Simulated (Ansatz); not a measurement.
CH$_{4}$F$_{2}$N$_{2}$ (`NC(N)(F)F`), relaxed with RKS PBE0-D4/def2-TZVP in the Gaussian-basis code of Ansatz from a PBE-D4/def2-SVP geometry. The force threshold is 0.005 eV/Å; the program also tests the step.

Charge 0, multiplicity 1.

Start:

```xyz
9

N    -0.933    0.707    0.433
C     0.307    0.140    0.070
N     0.121   -1.077   -0.619
F     1.096    0.952   -0.745
F     1.062    0.032    1.239
H    -1.500    0.894   -0.398
H    -0.797    1.570    0.968
H    -0.377   -1.751   -0.030
H     1.020   -1.467   -0.918
```

```json
{"step": "1", "energy (eV)": "-9510.9601", "largest force (eV/Å)": "0.680", "largest move (Å)": "0.000"}
{"step": "2", "energy (eV)": "-9510.9922", "largest force (eV/Å)": "0.300", "largest move (Å)": "0.014"}
{"step": "3", "energy (eV)": "-9510.9972", "largest force (eV/Å)": "0.060", "largest move (Å)": "0.007"}
{"step": "4", "energy (eV)": "-9510.9975", "largest force (eV/Å)": "0.014", "largest move (Å)": "0.003"}
{"step": "5 (rejected)", "energy (eV)": "-9510.9974", "largest force (eV/Å)": "0.069", "largest move (Å)": "0.011"}
{"step": "6", "energy (eV)": "-9510.9976", "largest force (eV/Å)": "0.004", "largest move (Å)": "0.005"}
```

End:

```xyz
9

N    -0.922    0.707    0.429
C     0.309    0.141    0.071
N     0.126   -1.071   -0.611
F     1.084    0.944   -0.733
F     1.054    0.031    1.221
H    -1.488    0.876   -0.391
H    -0.792    1.558    0.959
H    -0.381   -1.729   -0.037
H     1.011   -1.458   -0.909
```

Hardware: 2 threads of an AMD EPYC 9B45 on a shared host. Wall time 9.5 s, peak host memory 0.39 GiB.
